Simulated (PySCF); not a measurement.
Excitations are Tamm–Dancoff values on a coarser integration grid. The basis has no diffuse functions, so Rydberg states are missing or too high.

Species: C3H4, SMILES `C=C=C` (charge 0, multiplicity 1).

Question: Predict the HOMO, dipole moment, HOMO–LUMO gap, LUMO and S1 excitation (TDA) from M06-2X/def2-TZVP // B3LYP-D3(BJ)/def2-TZVP (PySCF 2.14.0).

Answer: 
```
Quantity               Result
-------------------  --------
HOMO                 -8.95 eV
dipole moment          0.00 D
HOMO–LUMO gap        10.19 eV
LUMO                  1.24 eV
S1 excitation (TDA)   5.86 eV
```
